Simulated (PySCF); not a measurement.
Compound: ethenimine, C₂H₃N.
Bonds: C1–C2 (double), C2–N3 (double). Hydrogens: H4, H5 on C1; H6 on N3.

Lines to be assigned: C 1s: 290.68 (area 1), 292.64 (area 1) eV; N 1s: 405.71 eV.

Computed, not measured: delta-SCF UKS SCAN, pcX-2 on the ionised atom, pcseg-1 elsewhere, spin-free X2C (PySCF). Isolated species at its PBE0-D3(BJ)/def2-SVP geometry, gas phase.

Task: Assign the C 1s lines to atoms.

Result: 290.68 eV: C1 (outer carbon of cumulated double bonds); 292.64 eV: C2 (central carbon of cumulated double bonds). The listed C 1s values span 1.96 eV, from C1 (bonded to C (double bond) and 2 H) to C2 (bonded to N (double bond) and C (double bond)).

Bonded neighbours of each site: C1: C (double bond) and 2 H; C2: N (double bond) and C (double bond); N3: C (double bond) and H.

Task: Which effective nuclear charge Zeff reproduces each element's mean 1s value in the hydrogen-like formula E = 13.606 eV × Zeff²?

Result: C (Z = 6): mean 291.7 eV, Zeff = 4.63, Z − Zeff = 1.37; N (Z = 7): mean 405.7 eV, Zeff = 5.46, Z − Zeff = 1.54. Means run over the listed sites, weighted by atom count.

The unrestricted hole states depart most from a pure doublet (⟨S²⟩ = 0.75; over 0.85 named) for C 1s of C2 (0.91), which makes this value less certain.
